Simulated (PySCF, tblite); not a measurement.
**H2OF−, an ion with solvent molecules as drawn: NMR shifts, interaction energy, infrared bands, spin-spin couplings and core binding energies**

One table from this session's results is given with a row withheld; the runs are named, their logs left out.

Programs: tblite 0.8.0 and PySCF 2.14.0. All values are calculated, for the isolated system unless a continuum is named. Atoms count from 0, parts from 1.

## Starting point

4 atoms, charge -1, multiplicity 1; geometry: rigid parts in contact. Parts: 1 = atoms 0–1, `[OH-]`, charge -1; 2 = atoms 2–3, `F`, charge 0.

Set-up of the first run:

The job: settings as JSON, then the geometry in Å.

```
{"job": {"kind": "dock", "xc": "GFN2-xTB", "basis": "xTB"}, "charge": -1, "multiplicity": 1, "parts": [{"atoms": "0-1", "charge": -1, "multiplicity": 1}, {"atoms": "2-3", "charge": 0, "multiplicity": 1}]}
O      0.489330    -0.005053    -0.006411
H     -0.489330     0.005053     0.006411
F      2.671086     0.335803    -2.215223
H      1.863943     0.395487    -1.752125
```

Method: GFN2-xTB search for minima from random contacts, gas phase.

Launch:

```console
$ OMP_NUM_THREADS=1 python cluster_run.py task.json out
```

The driver reads the jobs from task.json and runs them one after another.

Among the steps run: Search for minima with GFN2-xTB; Relaxing the molecule at PBE0-D3(BJ)/def2-TZVPD; Shielding tensors: PBE0/aug-pcSseg-2; Coupled-cluster interaction energy: CCSD(T) and MP2.

One table of the session follows, with a row left open; its other results are not shown here.

It belongs to the step «Coupled-cluster interaction energy: CCSD(T) and MP2». 

| method | interaction energy (kcal/mol) |
| --- | --- |
| HF/aug-cc-pVDZ | -112.87 |
| MP2/aug-cc-pVDZ | -96.23 |
| CCSD/aug-cc-pVDZ | -97.95 |
| CCSD(T)/aug-cc-pVDZ | -96.09 |
| HF/aug-cc-pVQZ | -113.93 |
| MP2/aug-cc-pVQZ | ? |
| SCS-MP2/aug-cc-pVQZ | -98.95 |
| MP2, extrapolated | -100.85 |
| CCSD(T), limit estimate | -100.71 |

Estimate the missing values for MP2/aug-cc-pVQZ.

The run gave: interaction energy (kcal/mol): -100.13. In the column «interaction energy (kcal/mol)» it lies between CCSD(T), limit estimate (-100.71) and SCS-MP2/aug-cc-pVQZ (-98.95).

At this geometry H3 has moved to O0 of another part (1.07 Å), so this energy is mostly that of cutting a chemical bond between strained fragments, not an intermolecular interaction.

To keep in mind: Shifts at one fixed geometry are not the observed spectrum, which averages over the motion. The interaction energy leaves out the deformation of the parts, 53.97 kcal/mol at MP2. So large a deformation means that a part is far from its own minimum, so a sum across the two methods would be rough. The parts are strongly deformed in the cluster, so the interaction energy holds bonds cut by the partition and is not to be read as the attraction of intact molecules.
